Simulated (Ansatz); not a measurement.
# PH$_{4}$, doublet: the ladder up to full CI

Geometry: a PBE0/def2-TZVP stationary point for this spin, not checked as a minimum.

```xyz
5

P     0.0456    0.0000    0.0000
H     0.1616    0.0000   -1.5147
H    -0.8626    1.0782    0.0000
H    -0.8626   -1.0782    0.0000
H     0.1616    0.0000    1.5147
```

Basis 6-31G; Ansatz 0.2.0. Correlated methods freeze the noble-gas cores, which leaves 9 electrons in 16 orbitals. Prefix R: restricted or restricted open-shell reference; prefix U: unrestricted. Active spaces: valence = (9e, 8o) chosen from the atoms' valence shells.

Full CI is exact within this basis and frozen core; it isn't the basis-set limit. The frozen core follows each run's orbitals, which can shift R against U totals by a few meV.

For open shells CISD and CISDTQ are restricted-active-space CI with the open shells as a complete middle space.

The UHF ⟨S²⟩ is 0.784, the T1 diagnostic (RCCSD) is 0.0205 and the largest doubles amplitude (RCCSD) is 0.092. The T1 diagnostic (UCCSD) is 0.0113.

| level | E − E(full CI) (kJ/mol) | share of correlation (%) | wall time |
| --- | --- | --- | --- |
| RHF | 269.1 | 0.00 | – |
| UHF | 248.6 | 7.59 | – |
| RMP2 | 70.8 | 73.69 | – |
| UMP2 | 69.9 | 74.02 | – |
| CISD | 15.6 | 94.18 | 0.51 s |
| RCCSD | 4.2 | 98.44 | – |
| UCCSD | 4.0 | 98.52 | – |
| RCCSD(T) | 1.2 | 99.57 | 0.33 s |
| UCCSD(T) | 1.2 | 99.56 | 0.33 s |
| BCCD(T) | 1.2 | 99.57 | 0.42 s |
| RCCSDT | 0.2 | 99.92 | – |
| UCCSDT | 0.2 | 99.92 | – |
| CISDTQ | 0.4 | 99.87 | 2.3 s |
| RCCSDT(Q) | 0.0 | 99.99 | 3 s |
| UCCSDT(Q) | 0.0 | 99.99 | 2.6 s |
| RCCSDTQ | 0.0 | 100.00 | 21 s |
| UCCSDTQ | 0.0 | 100.00 | 21 s |
| CASSCF (valence space) | 93.0 | 65.43 | – |
| NEVPT2 (valence space) | 21.8 | 91.88 | 1.8 s |
| MRCISD (valence space) | 2.4 | 99.11 | – |
| MRCISD+Q (valence space) | 0.6 | 99.79 | 2.6 s |
| MRCISD+Q(relaxed) (valence space) | -0.1 | 100.03 | 2.9 s |

The correlation energy at full CI, counted from RHF, is -2.789 eV. That run took 14 s on 1 thread of Arm Neoverse V1, shared host over 1,989,600 determinants.

Times hold each run's SCF and search for its determinant on a shared host, so for small cases they say little of a method's own cost; they ran on 1 thread of Arm Neoverse V1.

The full-CI state has the irrep A1 of C2v, in the program's axes.

Natural occupations of full CI about the gap: 1.984 1.963 1.962 1.960 1.001 0.037 0.034 0.028 0.009 0.005; effectively unpaired electrons, Σ n²(2−n)², 1.03.

Atomization energy (electronic, same basis, no zero-point term; atoms at the same level, unrestricted beside the R rows where the molecule is a closed shell, with restricted open-shell steps beyond CCSDT(Q)) at full CI: 698.0 kJ/mol. Errors of other levels:

```tsv
level	error (kJ/mol)
RHF	-227.1
UHF	-206.8
RMP2	-58.8
UMP2	-58.1
CISD	-15.2
RCCSD	-3.8
UCCSD	-3.6
RCCSD(T)	-1.1
UCCSD(T)	-1.1
BCCD(T)	-1.1
RCCSDT	-0.2
UCCSDT	-0.2
CISDTQ	-0.4
RCCSDT(Q)	0.0
UCCSDT(Q)	0.0
RCCSDTQ	0.0
UCCSDTQ	0.0
CASSCF (valence space)	-51.0
NEVPT2 (valence space)	-6.5
MRCISD (valence space)	-1.9
MRCISD+Q (valence space)	-0.6
MRCISD+Q(relaxed) (valence space)	0.1
```

This basis is far from its limit, so the value isn't to be set against a measured one. Truncated CI isn't size-consistent, which counts against it in atomization.
